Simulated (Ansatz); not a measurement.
**How the Voigt–Reuss–Hill bulk modulus of fluorite SrCl₂ moves with the method**

No measured value is used here.

| level (code) | value (GPa) | cell (Å³/atom) |
|---|---|---|
| LC-ωPBE (Ansatz) | 36.6 | 28.42 |
| r²SCAN0 (Ansatz) | 38.3 | 28.33 |
| r²SCANh (Ansatz) | ___ | 28.45 |

Some entries are withheld; supply them.


- r²SCANh (Ansatz, a program for electronic structure), value (GPa): 37.8

Each level is taken at its own relaxed cell. Cutoffs differ between the levels. Ansatz's density-functional and Hartree–Fock values are scalar-relativistic unless marked +SOC, with PAW data made under PBE.
